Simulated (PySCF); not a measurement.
## From a raw peak list to a structure

Formula C$_{3}$H$_{4}$F$_{2}$. The spectrum was simulated from the full spin Hamiltonian at 300 MHz with 1.0 Hz Lorentzian lines, from shifts rounded to 0.01 ppm and J to 0.1 Hz, couplings under 1 Hz left out.

Maxima in Hz from TMS (height), grouped by integral:
2H: 1349.4 (7), 1346.1 (69), 1339.8 (77), 1338.4 (99), 1332.1 (85), 1329.2 (25), 1327.1 (65), 1324.3 (55), 1322.2 (21), 1319.6 (22), 1313.1 (43), 1311.2 (9), 1306.7 (4), 1301.5 (3), 1296.6 (3), 1291.4 (4), 1286.9 (9), 1285.0 (42), 1278.4 (22), 1275.8 (21), 1273.8 (53), 1271.0 (66), 1268.8 (25), 1266.0 (83), 1259.7 (100), 1258.2 (77), 1252.0 (71), 1248.7 (7)
2H: 357.3 (5), 354.8 (7), 351.5 (71), 345.2 (75), 343.8 (84), 341.0 (28), 337.5 (80), 336.7 (51), 333.6 (57), 331.4 (40), 328.9 (76), 327.0 (50), 325.1 (76), 322.6 (39), 320.4 (57), 316.5 (82), 313.0 (27), 310.2 (84), 308.8 (75), 302.4 (69), 299.2 (7), 296.6 (5)

13C{1H} NMR (computed): δ 63.3 (m), 13.4 (t, J = 10.8 Hz).

PySCF calculation with J: B3LYP/pcJ-1, HF/pcSseg-2 with gauge-including orbitals and geometry from PBE0-D3(BJ)/def2-SVP; fast rotation and ring inversion assumed for equivalent nuclei, a single conformation, no solvent, relativity neglected.

References, each an isolated molecule treated in the same way: 1H (σ = 31.68 ppm) and 13C (σ = 191.47 ppm) vs TMS.

Task: Analyse the multiplets.

Result: 1H NMR (300 MHz, computed): δ 4.33 (m, 2H), 1.09 (m, 2H). These are first-order names from the parameters used; overlap and second-order distortion can hide them in the list.

Task: What is the compound?

Result: SMILES F[C@@H]1C[C@H]1F.

Numbering as in the mapped SMILES `[F:1][C@@H:2]1[CH2:3][C@H:4]1[F:5]`; H(Xn) means a hydrogen on atom n.

- δ 4.33: H(C2)/H(C4), hydrogen on a three-membered-ring carbon, coupled to F1/F5 (66.2 Hz), F1/F5 (14.0 Hz), H(C3) (9.7 Hz), H(C3) (4.3 Hz).
- δ 1.09: H(C3), hydrogen on a three-membered-ring carbon, coupled to F1/F5 (25.3 Hz), F1/F5 (9.8 Hz), H(C2)/H(C4) (9.7 Hz), H(C2)/H(C4) (4.3 Hz).

The data come from this structure; uniqueness wasn't tested.

Common functionals overestimate the size of one-bond C–F couplings by tens of Hz; these are unscaled. Splittings below 1 Hz are ignored in the labels, and close J values are merged. Couplings among chemically equivalent protons are left out too, so labels in AA′BB′ or AA′XX′ sets are apparent multiplicities. Unscaled 3J(H,H) at this level run about 10 % above measured values. Shifts are as computed, not scaled to solution data. Of 1211 compounds with measured shifts, 218 miss one by over three times the rms of a fit or turn the order of signals round; such compounds aren't used in these exercises.
